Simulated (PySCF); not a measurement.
trifluoromethane (CHF3), SMILES FC(F)F.

Geometry: B3LYP-D3(BJ)/def2-TZVP.

All values below come from SMD-PBE0/def2-SVP (PySCF).

Solvation free energies are E(SMD) − E(gas) at the gas-phase geometry, for 1 M in both phases. In vacuum the dipole moment is 1.58 D.

### Question
Rank water, n-hexane, 1-octanol by solvation free energy, most negative first.

### Answer
1-octanol (-1.7 kcal/mol), n-hexane (-0.4 kcal/mol), water (0.0 kcal/mol)
